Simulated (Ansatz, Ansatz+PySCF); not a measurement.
```xyz
10

C     0.0333    0.5896   -1.2277
C     0.0380   -0.6005   -1.2147
C     0.0022    1.5017   -0.1030
C     0.0137   -1.4273   -0.1666
C    -0.0255    0.7116    1.0126
C     0.0487   -0.6997    1.0437
H     0.0099    2.6001   -0.1481
H     0.0429   -2.5574   -0.1558
H    -0.0295    1.2354    2.0535
H     0.0173   -1.1829    2.0172
```

RHF on singlet C₆H₄ was run in several spherical basis sets with Ansatz (development build ahead of 0.2.0). Caution for RHF: an unrestricted determinant lies well below; in another basis set an unrestricted determinant lies well below.

Problem. Rank the basis sets by the total energy that they give, lowest first, with the distance from the lowest.
A. cc-pVDZ
B. 6-31G
C. 6-31G(d)
D. def2-TZVP
E. def2-SVP

Solution. D (0.00 eV), A (1.74 eV), C (2.31 eV), B (4.61 eV), E (6.86 eV).

Totals follow the description of the cores as much as that of the bonds, so this order isn't one of quality for chemistry.
